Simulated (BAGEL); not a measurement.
# CH6BSi (SMILES C[B][SiH3]) at UHF/6-31G(d) (density fitting with qzvpp-jkfit, spherical functions)

Aim: the vertical ionisation energy of CH6BSi at UHF/6-31G* (density fitting with qzvpp-jkfit, spherical functions), from 2 runs. 

The calculation is run with BAGEL 1.2.2.

## Step 1: The system as given

CH6BSi: 9 atoms, total charge 0, spin state doublet. SMILES: `C[B][SiH3]`. The coordinates come from a PBE0-D4/def2-TZVP relaxation.

Bond lengths: C1–B2 1.531 Å, B2–Si3 1.979 Å, C1–H4 1.096 Å, C1–H5 1.093 Å, C1–H6 1.104 Å, Si3–H7 1.490 Å, Si3–H8 1.497 Å, Si3–H9 1.491 Å. Some angles: C1–B2–Si3 143.4°, B2–C1–H4 114.7°, B2–C1–H5 115.4°, B2–C1–H6 103.7°, B2–Si3–H7 107.8°, B2–Si3–H8 118.1°, B2–Si3–H9 107.4°, H4–C1–H5 109.7°, H4–C1–H6 105.9°, H5–C1–H6 106.4°.

## Step 2: The energy at UHF/6-31G(d) (density fitting with qzvpp-jkfit, spherical functions)

Contents of calc.json:

```json
{ "bagel" : [

{
  "title" : "molecule",
  "basis" : "6-31gs.json",
  "df_basis" : "qzvpp-jkfit",
  "angstrom" : true,
  "geometry" : [
    { "atom" : "C", "xyz" : [      -0.713700,       1.080700,      -1.086300 ] },
    { "atom" : "B", "xyz" : [       0.356600,       0.485400,      -0.168100 ] },
    { "atom" : "Si", "xyz" : [       0.763500,      -1.054100,       1.006500 ] },
    { "atom" : "H", "xyz" : [      -1.311200,       0.342200,      -1.632900 ] },
    { "atom" : "H", "xyz" : [      -0.363800,       1.854200,      -1.774600 ] },
    { "atom" : "H", "xyz" : [      -1.410300,       1.576900,      -0.388300 ] },
    { "atom" : "H", "xyz" : [       2.079200,      -1.612300,       0.585100 ] },
    { "atom" : "H", "xyz" : [      -0.212500,      -2.188100,       1.046100 ] },
    { "atom" : "H", "xyz" : [       0.900700,      -0.531100,       2.395500 ] }
  ]
},

{ "title" : "uhf", "nopen" : 1 },

{ "title" : "print", "file" : "orbitals.molden", "orbitals" : true }

]}
```

The basis set 6-31G* is read from a file made from the Basis Set Exchange's data (not shown).

On the command line:

```
$ BAGEL_NUM_THREADS=1 BAGEL calc.json > calc.out
```

The program printed:

```text
* using 1 threads per process

  ===============================================================
  ===============================================================

  *** Geometry ***

  { "atom" : "C", "xyz" : [     -1.348698,      2.042227,     -2.052809 ] },
  { "atom" : "B", "xyz" : [      0.673876,      0.917273,     -0.317663 ] },
  { "atom" : "Si", "xyz" : [      1.442806,     -1.991960,      1.902009 ] },
  { "atom" : "H", "xyz" : [     -2.477809,      0.646664,     -3.085734 ] },
  { "atom" : "H", "xyz" : [     -0.687482,      3.503930,     -3.353508 ] },
  { "atom" : "H", "xyz" : [     -2.665081,      2.979909,     -0.733781 ] },
  { "atom" : "H", "xyz" : [      3.929119,     -3.046805,      1.105679 ] },
  { "atom" : "H", "xyz" : [     -0.401567,     -4.134910,      1.976842 ] },
  { "atom" : "H", "xyz" : [      1.702076,     -1.003634,      4.526839 ] },

  Number of auxiliary basis functions:      386

  Since a DF basis is specified, we compute 2- and 3-index integrals:
    o Being stored without compression. Storage requirement is 0.010 GB

  Number of basis functions:       58
  Number of electrons      :       31

    * METHOD: MOLECULE                             0.12

  *** Open-shell HF ***

  === Nuclear Repulsion ===
    83.1511942010

      * DIIS with orbital gradients will be used.

  === UHF iteration (6-31gs.json) ===
      0       -354.77972061          0.03125818           0.05
      1       -354.86271566          0.01130405           0.04
      2       -354.87479257          0.00470113           0.04
      3       -354.87694513          0.00154577           0.04
      4       -354.87757697          0.00036321           0.04
      5       -354.87765212          0.00014120           0.04
      6       -354.87766779          0.00004370           0.04
      7       -354.87766995          0.00002416           0.04
      8       -354.87767083          0.00001554           0.04
      9       -354.87767124          0.00001172           0.04
     10       -354.87767155          0.00000814           0.04
     11       -354.87767177          0.00000370           0.04
     12       -354.87767181          0.00000113           0.04
     13       -354.87767181          0.00000028           0.04
     14       -354.87767181          0.00000012           0.04
     15       -354.87767181          0.00000005           0.04
     16       -354.87767181          0.00000002           0.09
     17       -354.87767181          0.00000001           0.15
     18       -354.87767181          0.00000001           0.04
    * SCF iteration converged.

    * S^2 (UHF) is 0.7569

    * Permanent dipole moment:
           (    0.359286,    -0.238538,     0.307009) a.u.

    * METHOD: UHF                                  1.13

    * METHOD: PRINT                                0.03

  ===============================================================
```

It took 1.5 s on 1 thread of AMD EPYC 9B14 (Zen 4), shared host.

## Step 3: The singlet cation at the same level

Contents of hf.json:

```json
{ "bagel": [

{
  "title": "molecule",
  "basis": "6-31gs.json",
  "df_basis": "qzvpp-jkfit",
  "angstrom": true,
  "geometry": [
    { "atom": "C", "xyz": [   -0.713700,    1.080700,   -1.086300 ] },
    { "atom": "B", "xyz": [    0.356600,    0.485400,   -0.168100 ] },
    { "atom": "Si", "xyz": [    0.763500,   -1.054100,    1.006500 ] },
    { "atom": "H", "xyz": [   -1.311200,    0.342200,   -1.632900 ] },
    { "atom": "H", "xyz": [   -0.363800,    1.854200,   -1.774600 ] },
    { "atom": "H", "xyz": [   -1.410300,    1.576900,   -0.388300 ] },
    { "atom": "H", "xyz": [    2.079200,   -1.612300,    0.585100 ] },
    { "atom": "H", "xyz": [   -0.212500,   -2.188100,    1.046100 ] },
    { "atom": "H", "xyz": [    0.900700,   -0.531100,    2.395500 ] }
  ]
},
{
  "title": "hf",
  "charge": 1
},
{
  "title": "print",
  "file": "orbitals.molden",
  "orbitals": true
}

]}
```

The basis set 6-31G* is read from a file made from the Basis Set Exchange's data (not shown).

On the command line:

```
$ BAGEL_NUM_THREADS=1 BAGEL hf.json > hf.out
```

The program printed:

```text
* using 1 threads per process

  ===============================================================
  ===============================================================

  *** Geometry ***

  { "atom" : "C", "xyz" : [     -1.348698,      2.042227,     -2.052809 ] },
  { "atom" : "B", "xyz" : [      0.673876,      0.917273,     -0.317663 ] },
  { "atom" : "Si", "xyz" : [      1.442806,     -1.991960,      1.902009 ] },
  { "atom" : "H", "xyz" : [     -2.477809,      0.646664,     -3.085734 ] },
  { "atom" : "H", "xyz" : [     -0.687482,      3.503930,     -3.353508 ] },
  { "atom" : "H", "xyz" : [     -2.665081,      2.979909,     -0.733781 ] },
  { "atom" : "H", "xyz" : [      3.929119,     -3.046805,      1.105679 ] },
  { "atom" : "H", "xyz" : [     -0.401567,     -4.134910,      1.976842 ] },
  { "atom" : "H", "xyz" : [      1.702076,     -1.003634,      4.526839 ] },

  Number of auxiliary basis functions:      386

  Since a DF basis is specified, we compute 2- and 3-index integrals:
    o Being stored without compression. Storage requirement is 0.010 GB

  Number of basis functions:       58
  Number of electrons      :       31

    * METHOD: MOLECULE                             0.11

  *** RHF ***

  === Nuclear Repulsion ===
    83.1511942010

      * DIIS with orbital gradients will be used.

  === RHF iteration (6-31gs.json) ===
      0       -354.53223873          0.01519668           0.02
      1       -354.61565245          0.00558987           0.02
      2       -354.62464341          0.00172784           0.02
      3       -354.62590807          0.00029144           0.02
      4       -354.62595134          0.00009343           0.02
      5       -354.62595689          0.00002932           0.02
      6       -354.62595754          0.00001245           0.02
      7       -354.62595769          0.00000419           0.02
      8       -354.62595771          0.00000086           0.02
      9       -354.62595771          0.00000020           0.02
     10       -354.62595771          0.00000007           0.02
     11       -354.62595771          0.00000003           0.02
     12       -354.62595771          0.00000001           0.02
     13       -354.62595771          0.00000000           0.02
    * SCF iteration converged.

    * Permanent dipole moment:
           (    0.227547,    -1.058759,     0.744905) a.u.

    * METHOD: HF                                   0.35

    * METHOD: PRINT                                0.01

  ===============================================================
```

Run time: 0.66 s. Hardware: 1 thread of AMD EPYC 9B14 (Zen 4), shared host.

## Step 4: Outcome

At UHF/6-31G* (density fitting with qzvpp-jkfit, spherical functions):

| quantity | value |
| --- | --- |
| doublet CH6BSi: total energy | -354.87767 Eh |
| doublet CH6BSi: dipole moment | 1.35 D |
| doublet CH6BSi: ⟨S²⟩ | 0.757 |
| singlet cation: total energy | -354.62596 Eh |
| singlet cation: HOMO energy | -18.00 eV |
| singlet cation: LUMO energy | -5.62 eV |
| singlet cation: HOMO–LUMO gap | 12.38 eV |
| vertical ionisation energy (to the singlet cation) | 6.849 eV |

**Reading.** The vertical ionisation energy comes to 6.85 eV (661 kJ/mol).
